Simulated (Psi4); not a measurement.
# C2H5B (SMILES B[C]C), run twice

Aim: a single-point energy of C2H5B at UTeter93/6-31G (density fitting, ddCOSMO tetrahydrofuran).

The calculation is run with Psi4 1.11.

1 further run of the same task is left out (set aside as unsound or not needed).

## (1) The system as given

C2H5B has 8 atoms, charge 0, and is taken as a triplet. SMILES: `B[C]C`. The coordinates come from a GFN2-xTB relaxation.

Bond lengths: B1–C2 1.465 Å, C2–C3 1.439 Å, B1–H4 1.176 Å, B1–H5 1.183 Å, C3–H6 1.100 Å, C3–H7 1.096 Å, C3–H8 1.096 Å. Angles: B1–C2–C3 151.7°, C2–B1–H4 121.6°, C2–B1–H5 120.4°, C2–C3–H6 113.0°, C2–C3–H7 109.6°, C2–C3–H8 111.2°, H4–B1–H5 118.0°, H6–C3–H7 107.7°, H6–C3–H8 108.2°, H7–C3–H8 106.8°.

## (2) The input as first written

Input file calc.py:

```python
import psi4

psi4.set_memory(1600000000)
psi4.set_num_threads(1)
psi4.core.set_output_file('run.log', False)

geom = psi4.geometry("""
0 3
B     -0.914510     0.882590    -0.947350
C     -0.207300    -0.217660    -0.286340
C      0.690410    -0.725130     0.716830
H     -1.627420     0.694220    -1.863460
H     -0.781470     1.994140    -0.565440
H      0.887250    -0.003600     1.522990
H      1.651170    -0.979070     0.255000
H      0.301870    -1.645470     1.167750
symmetry c1
no_reorient
no_com
""")

options = {'basis': '6-31G', 'reference': 'uks', 'maxiter': 4, 'fail_on_maxiter': False, 'ddx': True, 'ddx_model': 'cosmo', 'ddx_solvent': 'tetrahydrofuran', 'ddx_radii_set': 'uff'}
psi4.set_options(options)

e = psi4.energy('teter93')
print(f'teter93 energy: {e:.10f} Eh')
```

On the command line:

```console
$ python calc.py
```

run.log:

```text
PCM or DDX continuum solvation does not make use of molecular symmetry: further calculations in C1 point group.

   => Loading Basis Set <=

    Name: 6-31G
    Role: ORBITAL
    Keyword: BASIS

         ---------------------------------------------------------
                                   SCF
                              UKS Reference
                        1 Threads,   1525 MiB Core
         ---------------------------------------------------------

  ==> Geometry <==

    Molecular point group: c1
    Full point group: C1

    Geometry (in Angstrom), charge = 0, multiplicity = 3:

       Center              X                  Y                   Z               Mass
    ------------   -----------------  -----------------  -----------------  -----------------
         B           -0.914510000000     0.882590000000    -0.947350000000    11.009305360000
         C           -0.207300000000    -0.217660000000    -0.286340000000    12.000000000000
         C            0.690410000000    -0.725130000000     0.716830000000    12.000000000000
[... 4 lines of this table left out ...]
         H            0.301870000000    -1.645470000000     1.167750000000     1.007825032230

  Running in c1 symmetry.

[... 71 lines left out ...]
    Weights Tolerance      =       1.00E-15
[... 117 lines left out ...]
   @DF-UKS iter SAD:  -102.32255613137522   -1.02323e+02   0.00000e+00
[... 1 line left out ...]
   @DF-UKS iter   2:  -102.48418382489420    1.06703e-01   2.03983e-02 ADIIS/DIIS
[... 1 line left out ...]
   @DF-UKS iter   4:  -102.84225348056042   -7.75421e-03   1.02111e-03 ADIIS/DIIS
[... 1 line left out ...]
PsiException: Could not converge SCF iterations in 4 iterations.
[... 1 line left out ...]
  Energy and/or wave function did not converge, but proceeding anyway.
[... 9 lines left out ...]
   @S^2 Expected:                2.000000000E+00
[... 1 line left out ...]
   @S   Expected:                1.000000000E+00
[... 36 lines left out ...]
    Final Occupation by Irrep:
[... 6 lines left out ...]
  @DF-UKS Final Energy:  -102.84225348056042

   => Energetics <=

    Nuclear Repulsion Energy =             56.2764536191936671
    One-Electron Energy =                -249.0304531167762718
    Two-Electron Energy =                 105.5371409851441626
    DFT Exchange-Correlation Energy =     -15.6224778993454372
    Empirical Dispersion Energy =           0.0000000000000000
    VV10 Nonlocal Energy =                  0.0000000000000000
    DD Solvation Energy =                 -0.0029170687765288
    Total Energy =                       -102.8422534805604158

  UHF NO Occupations:
  HONO-2 :   10  A 1.9992090
  HONO-1 :   11  A 1.0000000
  HONO-0 :   12  A 1.0000000
  LUNO+0 :   13  A 0.0007910
  LUNO+1 :   14  A 0.0003596
  LUNO+2 :   15  A 0.0002706
  LUNO+3 :   16  A 0.0001518

Computation Completed

Properties will be evaluated at   0.000000,   0.000000,   0.000000 [a0]

Properties computed using the SCF density matrix

 Multipole Moments:

 ------------------------------------------------------------------------------------
     Multipole            Electronic (a.u.)      Nuclear  (a.u.)        Total (a.u.)
 ------------------------------------------------------------------------------------

 L = 1.  Multiply by 2.5417464519 to convert [e a0] to [Debye]
 Dipole X            :          3.0473124           -2.3479658            0.6993466
 Dipole Y            :          1.7071767           -2.2366232           -0.5294464
 Dipole Z            :          3.7932322           -3.0934250            0.6998072
 Magnitude           :                                                    1.1221094

 ------------------------------------------------------------------------------------

	total time  =          2 seconds =       0.03 minutes
```

Standard output:

```text
teter93 energy: -102.8422534806 Eh
```

Wall time 2.7 s (1 thread of AMD EPYC 9R45 (Zen 5), shared host); peak memory 0.27 GiB.

## (3) Reading the log

The SCF stopped at its cap without converging, and the program went on all the same: the numbers that follow in the log rest on unconverged orbitals.

The telling line is `Energy and/or wave function did not converge, but proceeding anyway.`. What is wrong: the iteration cap is too low for convergence. The sound input differs in these keys, not all of which need be the cause: iteration cap at its default in place of 4; fail on maxiter at its default in place of no.

## (4) The mended input

Input file calc.py:

```python
import psi4

psi4.set_memory(1600000000)
psi4.set_num_threads(1)
psi4.core.set_output_file('c2h5b.out', False)

geom = psi4.geometry("""
0 3
B     -0.914510     0.882590    -0.947350
C     -0.207300    -0.217660    -0.286340
C      0.690410    -0.725130     0.716830
H     -1.627420     0.694220    -1.863460
H     -0.781470     1.994140    -0.565440
H      0.887250    -0.003600     1.522990
H      1.651170    -0.979070     0.255000
H      0.301870    -1.645470     1.167750
symmetry c1
no_reorient
no_com
""")

psi4.set_options({
    'basis': '6-31G',
    'reference': 'uks',
    'ddx': True,
    'ddx_model': 'cosmo',
    'ddx_solvent': 'tetrahydrofuran',
    'ddx_radii_set': 'uff',
})

e = psi4.energy('TETER93', molecule=geom)
print('E =', round(e, 9))
```

On the command line:

```console
$ python calc.py
```

c2h5b.out:

```text
[...]
  Running in c1 symmetry.
[...]
  Nuclear repulsion =   56.276453619193667
[...]
  Multiplicity = 3
[...]
  Nalpha       = 12
  Nbeta        = 10
[...]
    Number of basis functions: 37
[...]
   @DF-UKS iter   1:  -102.59088640427770   -2.68330e-01   1.72731e-02 ADIIS/DIIS
[...]
   @DF-UKS iter   9:  -102.84318792251781   -2.59928e-09   2.67570e-07 DIIS
[...]
   @S^2 Observed:                2.003373316E+00
[...]
    Orbital Energies [Eh]
    ---------------------
    Alpha Occupied:
       1A     -9.817597     2A     -9.789639     3A     -6.398824
       4A     -0.708740     5A     -0.553161     6A     -0.430387
       7A     -0.395187     8A     -0.392776     9A     -0.342618
      10A     -0.306446    11A     -0.218433    12A     -0.159448
    Alpha Virtual:
      13A     -0.028228    14A      0.082625    15A      0.128584
      16A      0.134260    17A      0.154713    18A      0.160254
      19A      0.202584    20A      0.248786    21A      0.365088
      22A      0.386861    23A      0.419787    24A      0.453420
      25A      0.525670    26A      0.533614    27A      0.601851
[...]
  @DF-UKS Final Energy:  -102.84318792251781
   => Energetics <=
    Nuclear Repulsion Energy =             56.2764536191936671
    One-Electron Energy =                -249.0424428966654204
    Two-Electron Energy =                 105.5489030228649909
    DFT Exchange-Correlation Energy =     -15.6234801205559322
    Empirical Dispersion Energy =           0.0000000000000000
    VV10 Nonlocal Energy =                  0.0000000000000000
    DD Solvation Energy =                 -0.0026215473551198
    Total Energy =                       -102.8431879225178136
[...]
 Multipole Moments:
 ------------------------------------------------------------------------------------
     Multipole            Electronic (a.u.)      Nuclear  (a.u.)        Total (a.u.)
 ------------------------------------------------------------------------------------
 L = 1.  Multiply by 2.5417464519 to convert [e a0] to [Debye]
 Dipole X            :          3.0350468           -2.3479658            0.6870809
 Dipole Y            :          1.7068867           -2.2366232           -0.5297365
 Dipole Z            :          3.7785613           -3.0934250            0.6851363
 Magnitude           :                                                    1.1054921
[...]
```

The script printed:

```text
E = -102.843187923
```

Run time: 4.2 s. Hardware: 1 thread of AMD EPYC 9R45 (Zen 5), shared host; peak memory 0.27 GiB.

## (5) Results

Level: UTeter93/6-31G (density fitting, ddCOSMO tetrahydrofuran).

| quantity | value |
| --- | --- |
| total energy | -102.84319 Eh |
| dipole moment | 2.81 D |
| HOMO energy (highest over α and β) | -4.34 eV |
| solvent term in the energy | -6.9 kJ/mol |
| ⟨S²⟩ | 2.003 |
